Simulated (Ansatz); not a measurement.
Rock-salt MgS was calculated with G0W0@PBE in Ansatz (plane waves, hard PAW, contour deformation).

The cell has the measured lattice parameters. Conventional cell: a = 5.2033 Å, b = 5.2033 Å, c = 5.2033 Å, α = 90.00°, β = 90.00°, γ = 90.00°.

The quasiparticle gap at Γ at a fixed k mesh 4×4×4:

```csv
response cutoff,value (eV)
"150 eV, 270 empty bands",5.092
"200 eV, 416 empty bands",5.122
"250 eV, 581 empty bands",5.142
"300 eV, 763 empty bands",5.155
```

Question: Taking the value to converge with the response cutoff E as E^(−3/2), extrapolate from the last two rows.

Answer: With y = y∞ + c/w and weights w = 3953 and 5196 for the last two rows, y∞ = (w2 y2 − w1 y1)/(w2 − w1) = (5196 × 5.155 − 3953 × 5.142)/1243 = 5.196 eV, which lies 0.041 beyond the last row. Successive pairs of rows give 5.178, 5.192, 5.196. The limit also hangs on the law assumed, so its last digits aren't firm.

The other settings are not extrapolated, so this is the limit in one setting alone.

At the last cutoff the smallest gap on this mesh is 4.26 eV, with an edge away from Γ.

Ansatz is a quantum-chemistry and plane-wave program.
